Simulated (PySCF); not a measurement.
Partners of hydrogen cyanide

Gas-phase complexes of hydrogen cyanide, each in one structure from a short search with a few starts, optimised by PBE0-D3(BJ)/def2-SVPD or PBE0-D3(BJ)/def2-TZVPD; other ways of binding may lie lower. Energies in kcal/mol, CCSD(T) at its estimated basis limit, counterpoise-corrected (PySCF): interaction is complex less parts frozen as they stand in it. Contacts are written partner···hydrogen cyanide; electrostatic, Pauli and orbital are terms of the uncorrected MP2 energy, whose rest is dispersion or correlation. The CCSD(T) estimate is Hartree-Fock/aug-cc-pVQZ, plus the MP2 correlation part extrapolated as X⁻³ from aug-cc-pVTZ and aug-cc-pVQZ, plus CCSD(T) less MP2 in aug-cc-pVDZ; noble-gas cores are frozen. It isn't the exact limit.

2 other partners are left out, for which the search missed the form known or expected to bind best.

Frequency runs check only 1 of the 6 structures; these show no clear imaginary mode. 1 further partner within 0.25 kcal/mol of a listed one is not ranked.

(1) Order these partners of hydrogen cyanide by interaction energy, strongest first: hydrogen chloride, dinitrogen, phosphine, methanol, methane, methylamine.

Results:

(1) methylamine (-7.1), methanol (-5.7), hydrogen chloride (-4.7), phosphine (-1.6), dinitrogen (-1.2), methane (-0.6).
```tsv
partner	contact	distance (Å)	interaction	electrostatic	Pauli	orbital
methylamine	N···H	1.99	-7.1	-13.6	13.6	-5.5
methanol	O···H	1.97	-5.7	-9.2	7.2	-2.9
hydrogen chloride	H···N	2.00	-4.7	-7.8	8.5	-3.3
phosphine	P···C	3.44	-1.6	-2.4	2.7	-0.6
dinitrogen	N···H	2.47	-1.2	-1.3	1.3	-0.5
methane	H···N	2.73	-0.6	-0.5	0.9	-0.2
```
